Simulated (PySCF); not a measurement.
## The first ionisation energy along group 13

Calculated with PySCF 2.14 from differences of total energies of unrestricted determinants, without spin-orbit coupling. Values in eV. The last column holds reference values (NIST; (s) semi-empirical, (t) theoretical, else measured). Unmarked ones compare directly (S terms, centres of terms, or small fine structure); those marked * lie between the lowest fine-structure levels and include a spin-orbit shift.

```json
{"element": "B (aug-cc-pVTZ-DK, spin-free X2C)", "configurations": "[He] 2s2 2p1 → [He] 2s2", "LDA": "8.639", "PBE": "8.668", "PBE0": "8.642", "r2SCAN": "8.763", "MP2 (valence)": "8.263", "CCSD(T) (valence)": "8.211", "reference": "8.297"}
{"element": "Al (aug-cc-pVTZ-DK, spin-free X2C)", "configurations": "[Ne] 3s2 3p1 → [Ne] 3s2", "LDA": "6.019", "PBE": "6.061", "PBE0": "6.079", "r2SCAN": "6.153", "MP2 (valence)": "5.815", "CCSD(T) (valence)": "5.937", "reference": "5.977"}
{"element": "Ga (aug-cc-pVTZ-DK, spin-free X2C)", "configurations": "[Ar] 3d10 4s2 4p1 → [Ar] 3d10 4s2", "LDA": "6.056", "PBE": "5.979", "PBE0": "5.993", "r2SCAN": "6.115", "MP2 (valence)": "5.731", "CCSD(T) (valence)": "5.813", "reference": "5.931"}
{"element": "In (aug-cc-pVTZ-DK3, spin-free X2C)", "configurations": "[Kr] 4d10 5s2 5p1 → [Kr] 4d10 5s2", "LDA": "5.717", "PBE": "5.588", "PBE0": "5.619", "r2SCAN": "5.709", "MP2 (valence)": "5.401", "CCSD(T) (valence)": "5.476", "reference": "5.603"}
{"element": "Tl (aug-cc-pVTZ-DK3, spin-free X2C)", "configurations": "[Xe] 4f14 5d10 6s2 6p1 → [Xe] 4f14 5d10 6s2", "LDA": "5.564", "PBE": "5.407", "PBE0": "5.422", "r2SCAN": "5.482", "MP2 (valence)": "5.164", "CCSD(T) (valence)": "5.223", "reference": "5.464"}
```

```csv
method,elements,mean error (eV),mean absolute error (eV),largest error (eV)
LDA,5,0.145,0.145,0.343
PBE,5,0.086,0.115,0.371
PBE0,5,0.097,0.114,0.346
r2SCAN,5,0.190,0.190,0.466
MP2 (valence),5,-0.180,0.180,-0.300
CCSD(T) (valence),5,-0.122,0.122,-0.241
```

Errors include the incompleteness of the basis and the frozen core.

"Valence" correlates the outer s and p shells and, in groups 3 to 12 and the f block, the outer d or f shell, open or full, or the next shell where the ion has no valence electron left; the wider scheme adds the next inner shell.
